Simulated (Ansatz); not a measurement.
`C1CCOCC1`. Charge 0, multiplicity 1. The geometry is a stationary point of PBE0-D4/def2-TZVP. It is a higher conformer; a search finds a lower one.

```xyz
16

C    -1.151    0.521    0.037
C     0.164    1.244    0.283
C     1.116    0.317    1.043
O     0.843   -1.051    0.806
C     0.484   -1.287   -0.535
C    -0.901   -0.709   -0.839
H    -1.884    1.184   -0.428
H    -1.571    0.210    0.998
H     0.600    1.538   -0.678
H     0.017    2.165    0.853
H     1.004    0.454    2.121
H     2.161    0.539    0.782
H     1.241   -0.855   -1.207
H     0.505   -2.369   -0.678
H    -1.675   -1.459   -0.660
H    -0.954   -0.442   -1.899
```

Problem. What is the dipole moment at PBE/def2-TZVPP? (Estimate.)

Solution. Computed: 1.35 D, with components (-0.40, 0.99, -0.82) D in this frame, pointing from negative to positive charge.

Problem. And with r2SCAN, B3LYP, ωB97M-V? (Estimate.)

Solution. Computed: r2SCAN 1.40 D, B3LYP 1.44 D, ωB97M-V 1.45 D.

Problem. Give the Mulliken charges with PBE, B3LYP, ωB97M-V in def2-TZVPP. (Best estimate.)

Solution. Ansatz gave: 
| atom | PBE | B3LYP | ωB97M-V |
| --- | --- | --- | --- |
| C1 | -0.12 | -0.12 | -0.19 |
| C2 | -0.13 | -0.13 | -0.21 |
| C3 | 0.01 | 0.02 | -0.03 |
| O4 | -0.26 | -0.33 | -0.31 |
| C5 | -0.02 | 0.00 | -0.08 |
| C6 | -0.11 | -0.12 | -0.16 |
| H7 | 0.06 | 0.07 | 0.09 |
| H8 | 0.07 | 0.07 | 0.11 |
| H9 | 0.07 | 0.07 | 0.11 |
| H10 | 0.06 | 0.07 | 0.09 |
| H11 | 0.07 | 0.08 | 0.10 |
| H12 | 0.05 | 0.06 | 0.09 |
| H13 | 0.06 | 0.06 | 0.10 |
| H14 | 0.08 | 0.08 | 0.10 |
| H15 | 0.06 | 0.07 | 0.09 |
| H16 | 0.05 | 0.06 | 0.09 |

B3LYP here is the variant with VWN-RPA as its local correlation; programs differ in this.
